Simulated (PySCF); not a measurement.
Orbital picture of SiP

PBE0 at R = 2.081 Å; Si x2c-SVPall, P x2c-SVPall; spin-free X2C with a Gaussian nucleus (PySCF 2.14). State: ²Π (doublet), unpaired electrons π ↑. Only the outer orbitals are listed, counted within each symmetry.

```json
{"spin": "α", "orbital": "7σ", "occ.": "1", "ε (eV)": "-17.41", "on Si (%)": "27", "main shells (%)": "68 P s, 21 Si s"}
{"spin": "α", "orbital": "8σ", "occ.": "1", "ε (eV)": "-11.47", "on Si (%)": "60", "main shells (%)": "60 Si s, 25 P s, 14 P p"}
{"spin": "α", "orbital": "3π", "occ.": "1", "ε (eV)": "-7.88", "on Si (%)": "29", "main shells (%)": "70 P p, 28 Si p"}
{"spin": "α", "orbital": "9σ", "occ.": "1", "ε (eV)": "-7.09", "on Si (%)": "53", "main shells (%)": "43 P p, 38 Si p, 14 Si s"}
{"spin": "α", "orbital": "3π", "occ.": "1", "ε (eV)": "-7.05", "on Si (%)": "34", "main shells (%)": "66 P p, 32 Si p"}
{"spin": "α", "orbital": "4π", "occ.": "0", "ε (eV)": "-2.56", "on Si (%)": "72", "main shells (%)": "71 Si p, 28 P p"}
{"spin": "α", "orbital": "4π", "occ.": "0", "ε (eV)": "-2.00", "on Si (%)": "67", "main shells (%)": "67 Si p, 32 P p"}
{"spin": "α", "orbital": "10σ", "occ.": "0", "ε (eV)": "1.90", "on Si (%)": "83", "main shells (%)": "69 Si p, 24 P p, 8 Si d"}
{"spin": "β", "orbital": "7σ", "occ.": "1", "ε (eV)": "-16.50", "on Si (%)": "32", "main shells (%)": "64 P s, 25 Si s"}
{"spin": "β", "orbital": "8σ", "occ.": "1", "ε (eV)": "-11.07", "on Si (%)": "59", "main shells (%)": "56 Si s, 27 P s, 14 P p"}
{"spin": "β", "orbital": "9σ", "occ.": "1", "ε (eV)": "-6.93", "on Si (%)": "53", "main shells (%)": "43 P p, 39 Si p, 12 Si s"}
{"spin": "β", "orbital": "3π", "occ.": "1", "ε (eV)": "-6.76", "on Si (%)": "39", "main shells (%)": "60 P p, 38 Si p"}
{"spin": "β", "orbital": "3π", "occ.": "0", "ε (eV)": "-4.63", "on Si (%)": "46", "main shells (%)": "53 P p, 45 Si p"}
{"spin": "β", "orbital": "4π", "occ.": "0", "ε (eV)": "-1.90", "on Si (%)": "62", "main shells (%)": "61 Si p, 37 P p"}
{"spin": "β", "orbital": "4π", "occ.": "0", "ε (eV)": "-1.44", "on Si (%)": "55", "main shells (%)": "54 Si p, 44 P p"}
```

Which are the highest filled and the lowest empty level, where do they sit, and how wide is the gap?

Highest filled β 3π at -6.76 eV (in %: 60 P p, 38 Si p); lowest empty β 3π at -4.63 eV (in %: 53 P p, 45 Si p); the gap at PBE0 is 2.13 eV. Both belong to one degenerate shell, split only by its one-sided filling, so this is no excitation gap.

The bond order (Mayer) is 2.24 and the ⟨S²⟩ is 0.756. The charge on Si (Mulliken, basis-dependent) is 0.13. The charge on Si (Löwdin, basis-dependent) is 0.04, the dipole moment (positive dipole means Si(−)P(+)) is -0.80 D and the polarisability along the bond is 74.5 bohr³. The polarisability across the bond is 42.5 bohr³.

The state was picked by a PBE0 search and need not be the measured ground state.
